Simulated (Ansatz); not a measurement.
The end point of a relaxation of Rh. Space group Fm-3m (No. 225), fcc (Cu type). These are PBE (plane waves to 420 eV, PAW, scalar-relativistic; Ansatz, a quantum-chemistry and plane-wave program) values and carry that method's errors.

```cif
data_Rh
_chemical_formula_sum 'Rh1'
_space_group_name_H-M_alt 'P 1'
_space_group_IT_number 1
_cell_length_a 2.70838
_cell_length_b 2.70838
_cell_length_c 2.70838
_cell_angle_alpha 60.000
_cell_angle_beta 60.000
_cell_angle_gamma 60.000
loop_
_space_group_symop_operation_xyz
  'x, y, z'
loop_
_atom_site_label
_atom_site_type_symbol
_atom_site_fract_x
_atom_site_fract_y
_atom_site_fract_z
_atom_site_occupancy
Rh1 Rh 0.50000 0.50000 0.50000 1
```

* **Volume per atom**: 14.05 Å³
* **Band gap**: no gap (metallic)
* **Shortest distances**: Rh–Rh 2.71 Å
* **k-mesh**: 21×21×21

No spin polarisation in the result.

Measured for Rh: a 3.794 Å (static lattice; corrected from measurement; as listed in Daniel Mejia-Rodriguez, S. B. Trickey, Phys. Rev. B (2018)). Computed minus measured — a: PBE +1.0 %. The computed values are for a static lattice.

The run could not lose the symmetry of its start.

It was reached from a disturbed copy of a I4/mmm (No. 139) cell (AFLOW prototype A_tI2_139_a (A_a)), against which it lies -0.22 eV/atom.
